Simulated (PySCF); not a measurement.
**A diatomic session: LiAl+**

Aim: find the lowest electronic state of LiAl+, scan its bond at several levels of theory, and get bond length, wavenumber and dissociation energy from each curve.

Method: Li def2-SVPD, Al def2-SVPD, no relativity; program: PySCF 2.14.0.

**1. Input**

The job is set up so:

```
atoms                         : Li, Al
charge                        : 1
basis                         : Li def2-SVPD, Al def2-SVPD
Hamiltonian                   : no relativity
basis functions               : 36
electrons treated             : 15
masses in u                   : 7.0160, 26.9815
levels                        : PBE0, PBE, r²SCAN, TPSS, M06, B97-3, CAM-B3LYP, HF, MP2, SCS-MP2, CCSD, CCSD(T)
grid                          : 80 radial by 434 angular points
occupations                   : held fixed by the projection of orbital angular momentum
dissociation limit            : Li+ + Al, each in its ground configuration
starting distance in angstrom : 2.580
values of 2S to try           : 1, 3
```

Started as:

```console
$ OMP_NUM_THREADS=1 python dia.py task.json out
```

The runs that follow: First curve: PBE0; Higher solutions at PBE0; PBE (GGA); r²SCAN; TPSS (meta-GGA); M06 (hybrid meta-GGA); B97-3; CAM-B3LYP; UHF; MP2 and coupled cluster.

What does the calculation give? Wanted: for each run, Re; ωe; De; μ.

The runs gave:

Lowest PBE0 solution found, without spin–orbit coupling: ²Σ⁺ (doublet), unpaired electrons σ ↑. State 2 has its PBE0 minimum 0.96 eV higher. State 3 has its PBE0 minimum 3.84 eV higher. The other levels ran on the lowest alone.

| level | Re (Å) | ωe (cm⁻¹) | De (eV) | μ (D) |
| --- | --- | --- | --- | --- |
| UHF | 3.119 | 205.7 | 1.12 | -7.31 |
| UHF-MP2 | 3.136 | 200.7 | 1.08 | n/a |
| UHF-SCS-MP2 | 3.140 | 200.1 | 1.08 | n/a |
| UHF-CCSD | 3.142 | 200.7 | 1.06 | n/a |
| UHF-CCSD(T) | 3.141 | 200.7 | 1.06 | n/a |
| PBE | 3.120 | 194.8 | 1.24 | -6.87 |
| TPSS | 3.071 | 208.7 | 1.20 | -7.02 |
| r²SCAN | 3.118 | 202.7 | 1.11 | -7.26 |
| PBE0 | 3.085 | 205.3 | 1.20 | -6.98 |
| B97-3 | 3.065 | 211.3 | 1.13 | -7.06 |
| M06 | 3.051 | 214.1 | 1.15 | -7.05 |
| CAM-B3LYP | 3.024 | 216.8 | 1.22 | -6.92 |

De is counted to Li+ + Al in their ground configurations. A positive dipole points from Li to Al; in an ion it is taken about the centre of mass and does not tell which atom is negative.

Differences from CCSD(T) in the same basis:

| level | Re (mÅ) | ωe (%) |
| --- | --- | --- |
| UHF | -22 | +2.5 |
| UHF-MP2 | -5 | 0.0 |
| UHF-SCS-MP2 | -1 | -0.3 |
| UHF-CCSD | +1 | 0.0 |
| PBE | -21 | -3.0 |
| TPSS | -70 | +4.0 |
| r²SCAN | -23 | +1.0 |
| PBE0 | -56 | +2.3 |
| B97-3 | -76 | +5.2 |
| M06 | -90 | +6.6 |
| CAM-B3LYP | -117 | +8.0 |

What this shows: Against CCSD(T) in the same basis, the bond length is nearest at UHF-SCS-MP2 and UHF-CCSD (1 mÅ off) and farthest at CAM-B3LYP (-117 mÅ); the wavenumber is nearest at UHF-MP2 and UHF-CCSD (0.0 %) and farthest at CAM-B3LYP (+8.0 %). Hartree–Fock falls on the short and stiff side, its usual fault. CCSD(T) in a basis this small is itself some way from its limit, more so than the functionals. Of the levels with a De here, UHF-CCSD(T) gives the least (1.06 eV) and PBE the most (1.24 eV).

Correlated steps freeze 5 core orbitals.
